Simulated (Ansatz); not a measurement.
A made-up structure of CH₃OS (charge +1), singlet:

```csv
atom,x (Å),y (Å),z (Å)
C1,-0.4929,0.4963,-0.7739
S2,0.8152,-0.1623,-0.1734
O3,0.3807,-0.6792,1.2513
H4,-1.4427,0.5374,-0.2450
H5,-0.3831,0.9161,-1.7721
H6,-0.4425,0.2899,0.2646
```

It is relaxed with PBE-D4/def2-SVP and then PBE0-D4/def2-TZVP (Ansatz 0.2.0). Atoms count as bonded within 1.22 times the sum of their covalent radii (H–H: 0.88 Å). The end point is not checked to be a true minimum.

(1) Does its bonding change? (Judge from chemistry; the calculation decides.)

## Answers

(1) By the calculation: Yes. Formed: none; broken: S2–H6.

Where it ends: The first stage lowers the energy by 4.22 eV in 14 steps. It ends as CH₃OS ([CH3][S][O]), total charge +1:
C1  (-0.577, 0.550, -0.519)
S2  (0.412, -0.826, -0.156)
O3  (0.953, -0.722, 1.163)
H4  (-1.567, 0.149, -0.801)
H5  (-0.163, 0.989, -1.444)
H6  (-0.623, 1.259, 0.309)
(Å)

Labels in which every atom is bracketed show which atoms are joined, not bond orders.

For scale, one of the runs: PBE0-D4/def2-TZVP relaxation, 117 basis functions, launched by `ansatz run in.yaml --threads 2 --pin off --events-out ev --progress --plain --max-ram 4352MiB`. The run took about 12 s on 2 CPU threads of an AMD EPYC 7B13 (shared host).
